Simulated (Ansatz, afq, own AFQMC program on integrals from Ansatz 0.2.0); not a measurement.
# AlSiH, triplet: a scan with AFQMC

```xyz
3

Si    0.0000   -0.0360    1.1654
Al    0.0000   -0.0118   -1.2249
H     0.0000    1.3177    0.3154
```

The Si1–Al2 distance is changed with both sides rigid. Energies in eV count from this geometry (2.390 Å) at the same level; the start stands on UHF, each point on the determinant named.

Basis 6-31G. Noble-gas cores (and the filled d shells of Ga–Kr and In–Xe) are frozen. AFQMC by an in-house program on the Cholesky factors that Ansatz 0.2.0 writes for its CCSD(T) run. The CISD trial takes its coefficients from CCSD amplitudes. Released means that phaseless walkers are propagated on without the constraint, phases kept. Error bars are statistical, one sigma.

Cautions, each for one point or more: lower spins were not checked; raised T1 diagnostic; strong correlation.

| r(Si1–Al2) / Å | det. | T1 | weight | ⟨S²⟩ | CCSD(T) | ph-AFQMC/CISD | FCI | CCSDT(Q) | CCSD | PBE0 |
| --- | --- | --- | --- | --- | --- | --- | --- | --- | --- | --- |
| 2.197 | UHF | 0.036 | 0.88 | 2.04 | 0.463 | 0.463 ± 0.004 | 0.464 | 0.465 | 0.465 | 0.375 |
| 2.584 | UHF | 0.041 | 0.87 | 2.05 | -0.082 | -0.080 ± 0.004 | -0.083 | -0.084 | -0.085 | -0.016 |
| 3.360 | UHF | 0.056 | 0.84 | 2.03 | 0.624 | 0.636 ± 0.004 | 0.610 | 0.608 | 0.606 | 0.860 |
| 4.514 | UHF | 0.030 | 0.88 | 2.01 | 1.417 | 1.434 ± 0.003 | 1.407 | 1.409 | 1.363 | 1.798 |
| 6.383 | UHF | 0.011 | 0.91 | 2.00 | 1.600 | 1.617 ± 0.003 | 1.623 | 1.624 | 1.536 | 2.117 |

Weight is that of the determinant in the CISD state; at the start T1 is 0.040 and the weight 0.87, and ⟨S²⟩ is 2.05. Largest departures from full CI: CCSD(T) -0.022 eV at 6.383 (on UHF), ph-AFQMC/CISD 0.027 eV at 4.514 (on UHF), CCSDT(Q) 0.002 eV at 4.514 (on UHF), CCSD -0.087 eV at 6.383 (on UHF), PBE0 0.495 eV at 6.383. Functionals count only at points shown to share the start's state and spin. In this small basis the wave-function levels are far from their limit, so their gap to the functionals isn't the functionals' error.

Some points may be missing: those where a free walk finds a much lower state, and past Zn most of those on another determinant than at the start.

CCSDT and higher add their correlation energy to the determinant of the CCSD(T) run, since their own runs factorise the integrals more tightly (a shift of under 2 meV). A walk keeps the symmetry of its determinant, which the program's search chose and which needn't be the lowest solution, so a lower state of the same spin and another symmetry isn't excluded.
